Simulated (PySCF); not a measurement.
Bonds broken one at a time in the series C F-Cl. All species are isolated molecules in the gas phase. Strings in code marks are SMILES.

The dipole moment from two functionals at the same geometries (PBE0-D3(BJ)/def2-TZVP), both in PySCF: PBE-D3(BJ)/def2-TZVP and PBE0-D3(BJ)/def2-TZVP. 

```
species                            PBE-D3(BJ)/def2-TZVP (D)
---------------------------------  ------------------------
radical fragment (`[F]`)                               0.00
radical fragment (`F[C](F)Cl`)                         0.27
radical fragment (`[C](Cl)(Cl)F`)                      0.38
radical fragment (`Cl[C](Cl)Cl`)                       0.20
```

**Question.** What does PBE0-D3(BJ)/def2-TZVP give for each?

**Answer.** 
- radical fragment (`[F]`): 0.00
- radical fragment (`F[C](F)Cl`): 0.35
- radical fragment (`[C](Cl)(Cl)F`): 0.41
- radical fragment (`Cl[C](Cl)Cl`): 0.15
Over these rows, drawn at random from the members with no instability flagged (it was tested for open shells, ions and some series alone), PBE minus PBE0-D3(BJ): mean -0.02 D, from -0.08 D to +0.05 D.
